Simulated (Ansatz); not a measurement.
Process, species as SMILES: OO (H2O2) + H+ → O[OH2+]
B3LYP-D3(BJ)/def2-TZVP geometries, fixed; electronic energies without zero-point terms; positive where energy is released.
Largest species:
```xyz
5

O      0.1360     0.5595    -0.3416
O     -0.1596    -0.6562     0.3979
H      1.0537     0.8157    -0.0797
H     -0.3477    -1.2726    -0.3451
H     -0.5172     1.2304    -0.0259
```
Charge +1, spin multiplicity 1.

Basis-set convergence of the proton affinity at HF with Ansatz (a first-principles code). All functions are spherical. No added dispersion term, no relativity. Functions are those of the species that has most. Reference: the value in pcseg-4, 171.42 kcal/mol, itself unsure by roughly 0.04 kcal/mol (its mean distance from aug-pcseg-3, aug-cc-pVQZ, cc-pV5Z). Deviations are taken from unrounded values.

| basis | functions | proton affinity (kcal/mol) | minus reference (kcal/mol) |
|---|---|---|---|
| 3-21G | 24 | 176.22 | 4.80 |
| pcseg-0 | 24 | 164.30 | -7.12 |
| def2-SV(P) | 34 | 163.73 | -7.68 |
| def2-SVP | 43 | 171.72 | 0.30 |
| 6-311G** | 54 | 172.01 | 0.59 |
| aug-cc-pVDZ | 73 | 169.63 | -1.78 |
| aug-pcseg-1 | 73 | 167.66 | -3.75 |
| jun-cc-pV(T+d)Z | 120 | 170.93 | -0.48 |
| 6-311++G(3df,3pd) | 132 | 170.92 | -0.49 |
| aug-cc-pVTZ | 161 | 171.12 | -0.30 |
| aug-cc-pVQZ | 298 | 171.33 | -0.08 |
| aug-pcseg-3 | 317 | 171.42 | 0.01 |
| cc-pV5Z | 347 | 171.45 | 0.04 |

The smallest set listed that lies within 1 kcal/mol of the reference with all its larger relatives (same family, alike in diffuse functions; a set with none counts only in the reference's own line) is def2-SVP (43 functions, 0.30 kcal/mol off). Inside, with no larger relative to test it: 6-311G**, 6-311++G(3df,3pd), aug-pcseg-3, cc-pV5Z. (Relatives not listed, tested too: def2-TZVP -0.54, def2-TZVPP 0.10, def2-QZVP 0.07, def2-QZVPP 0.07 kcal/mol.)
